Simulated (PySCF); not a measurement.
Atoms are numbered as in `[cH:1]1[cH:2][c:3]2[nH:4][cH:5][cH:6][c:7]2[nH:8]1` (H(Xn): hydrogen on atom n).

GIAO PBE0/pcSseg-1 shifts (PySCF, gas phase, non-relativistic, equivalent atoms averaged), each against references optimised in the same way as the molecule (TMS, NH3).

On the GFN2-xTB geometry: C3/C7 132.2, C1/C5 121.0, C2/C6 94.2, N4/N8 138.9, H(N4)/H(N8) 7.23, H(C1)/H(C5) 6.69, H(C2)/H(C6) 6.16 ppm.

Question: What changes on the PBE0-D3(BJ)/def2-SVP geometry?

Answer: 
| atoms | δ (ppm) | change |
| --- | --- | --- |
| C3/C7 | 130.0 | -2.2 |
| C1/C5 | 121.7 | +0.7 |
| C2/C6 | 94.2 | +0.0 |
| N4/N8 | 140.0 | +1.1 |
| H(N4)/H(N8) | 6.85 | -0.38 |
| H(C1)/H(C5) | 6.64 | -0.05 |
| H(C2)/H(C6) | 6.08 | -0.08 |

Bonds between heavy atoms that differ most (equivalent bonds averaged): C2–C3 1.409 → 1.422 Å, C1–C2 1.372 → 1.384 Å, C3–N4 1.364 → 1.371 Å, N4–C5 1.370 → 1.376 Å, C7–C3 1.400 → 1.398 Å. Mean change of bonds to hydrogen: C–H +0.015 Å, N–H +0.003 Å.
